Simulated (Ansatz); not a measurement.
## What each rung costs, and what it gives

The pair of NH$_{4}$⁺ (SMILES [NH4+], atoms 1–5) and N$_{2}$ (SMILES N#N, atoms 6–7), both closed shells, in one local arrangement (a lower one may exist), relaxed at PBE0-D4/def2-TZVP:

```
atom    x (Å)    y (Å)    z (Å)
  N1  -0.0464   0.0969  -1.0096
  H2  -0.8140  -0.4708  -1.3750
  H3  -0.2052   1.0765  -1.2546
  H4   0.8329  -0.2167  -1.4263
  H5   0.0009  -0.0019   0.0197
  N6   0.0911  -0.1901   1.9817
  N7   0.1408  -0.2939   3.0640
```

Interaction energies are counterpoise-corrected; the time is that of the whole pair.

Computed with Ansatz 0.2.0 (basis: as named in each row); correlated methods freeze the cores. B3LYP uses VWN-RPA correlation. Extrapolation: Hartree–Fock as exp(−7.88 √X), correlation as X^−2.97.

Times are rough, for one single point on 2 threads of a shared host (Arm Neoverse V1).

The estimate by CCSD(T) at an estimated basis limit (MP2 extrapolated from triple and quadruple zeta, plus CCSD(T) − MP2 in triple zeta) is -24.5 kJ/mol.

```tsv
method	basis	time (s)	interaction energy (kJ/mol)	method less estimate
PBE-D4	def2-TZVPPD	1	-28.8	-4.3
revPBE-D4	def2-TZVPPD	1	-26.2	-1.7
BLYP-D4	def2-TZVPPD	2	-27.1	-2.5
PBE0-D4	def2-TZVPPD	2	-26.4	-1.9
B3LYP-D4	def2-TZVPPD	2	-26.2	-1.7
HSE06-D4	def2-TZVPPD	2	-26.4	-1.9
r2SCAN-D4	def2-TZVPPD	2	-24.2	0.3
B2PLYP	def2-TZVPPD	3	-24.0	0.5
wB97X-V	def2-TZVPPD	4	-24.1	0.5
B97M-V	def2-TZVPPD	5	-26.0	-1.5
wB97M-V	def2-TZVPPD	5	-24.0	0.5
MP2	def2-QZVPPD	8	-24.8	-0.2
CCSD(T)	def2-TZVPPD	27	-23.7	0.8
```

T1 diagnostic: at most 0.014.
